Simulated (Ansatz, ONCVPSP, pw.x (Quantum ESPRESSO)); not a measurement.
**What a changed setting does to a pw.x run (bcc W)**

Potential: optimised norm-conserving Vanderbilt (ONCV), ONCVPSP 4.0.1.1 (patched build), PBE; core [Kr] 4d10 4f14, reference 5s2 5p6 5d4 6s2; waves: 5s+6s: rc 1.85 bohr, ncon 3, nbas 7, qcut 7.6 1/bohr, 2 projectors; 5p: rc 1.80 bohr, ncon 3, nbas 6, qcut 9.7 1/bohr, 2 projectors, debl 1.4 Ha; 5d: rc 2.80 bohr, ncon 4, nbas 9, qcut 6.7 1/bohr, 1 projector; local part: polynomial inside 1.20 bohr (lpopt 2, dvloc0 0 Ha); core correction: none. In the p channel the program set the typed energies aside and used -1.588, 0.250 Ha.

The reference run (k-mesh 14³, cutoffs 65/260 Ry, Fermi–Dirac 0.01 Ry, mixing_beta 0.4, conv_thr 1e-9, no spin) gives -2.56 GPa at 16.130 Å³/atom, where all-electron LAPW gives 0.30 GPa. This run, with its own iteration cap, changes k-mesh shift to 1.

```
&control
  calculation='scf', prefix='x', pseudo_dir='./', outdir='./tmp', tstress=.true., disk_io='none'
/
&system
  ibrav=0, nat=1, ntyp=1, ecutwfc=65, ecutrho=260, nbnd=15,
  occupations='smearing', smearing='fd', degauss=0.01
/
&electrons
  conv_thr=1e-09, mixing_beta=0.4, electron_maxstep=70
/
ATOMIC_SPECIES
W 1.0 W.UPF
CELL_PARAMETERS angstrom
  -1.59168867 1.59168867 1.59168867
  1.59168867 -1.59168867 1.59168867
  1.59168867 1.59168867 -1.59168867
ATOMIC_POSITIONS crystal
W 0.0000 0.0000 0.0000
K_POINTS automatic
14 14 14 1 1 1
```

```bash
pw.x < W.scf.in > W.scf.out
```

Task: How does the run end?

Result: It converges in 7 iterations; the free energy moves by -6.3 meV/atom and the pressure by -0.09 GPa.

```
Message from routine setup:
     using ibrav=0 with symmetry is DISCOURAGED, use correct ibrav instead
     lattice parameter (alat)  =       5.2098  a.u.
     unit-cell volume          =     108.8506 (a.u.)^3
     number of electrons       =        14.00
     number of Kohn-Sham states=           15
     kinetic-energy cutoff     =      65.0000  Ry
     charge density cutoff     =     260.0000  Ry
     scf convergence threshold =      1.0E-09
     Exchange-correlation= PBE
     number of k points=   100  Fermi-Dirac smearing, width (Ry)=  0.0100
     iteration #  1     ecut=    65.00 Ry     beta= 0.40
     total energy              =    -136.79749860 Ry
     estimated scf accuracy    <       0.03871877 Ry
     iteration #  2     ecut=    65.00 Ry     beta= 0.40
     total energy              =    -136.79795462 Ry
     estimated scf accuracy    <       0.00645936 Ry
     iteration #  3     ecut=    65.00 Ry     beta= 0.40
     total energy              =    -136.79875272 Ry
     estimated scf accuracy    <       0.00039898 Ry
     iteration #  4     ecut=    65.00 Ry     beta= 0.40
     total energy              =    -136.79876966 Ry
     estimated scf accuracy    <       0.00000435 Ry
     iteration #  5     ecut=    65.00 Ry     beta= 0.40
     total energy              =    -136.79877082 Ry
     estimated scf accuracy    <       0.00000017 Ry
     iteration #  6     ecut=    65.00 Ry     beta= 0.40
     total energy              =    -136.79877084 Ry
     estimated scf accuracy    <          3.6E-09 Ry
     iteration #  7     ecut=    65.00 Ry     beta= 0.40
     the Fermi energy is    22.0183 ev
!    total energy              =    -136.79877084 Ry
     estimated scf accuracy    <          9.4E-10 Ry
     smearing contrib. (-TS)   =      -0.00205321 Ry
     The total energy is F=E-TS. E is the sum of the following terms:
     one-electron contribution =     -19.28952306 Ry
     hartree contribution      =      16.32476203 Ry
     xc contribution           =     -15.26081550 Ry
     ewald contribution        =    -118.57114109 Ry
     convergence has been achieved in   7 iterations
          total   stress  (Ry/bohr**3)                   (kbar)     P=      -26.48
     Message from routine punch:
     Nothing written, as per user request (disk_io='none')
```

The run took about 14 s on one core of a shared host (Intel(R) Xeon(R) Platinum 8488C, 96 threads, 372 GiB, load 38).
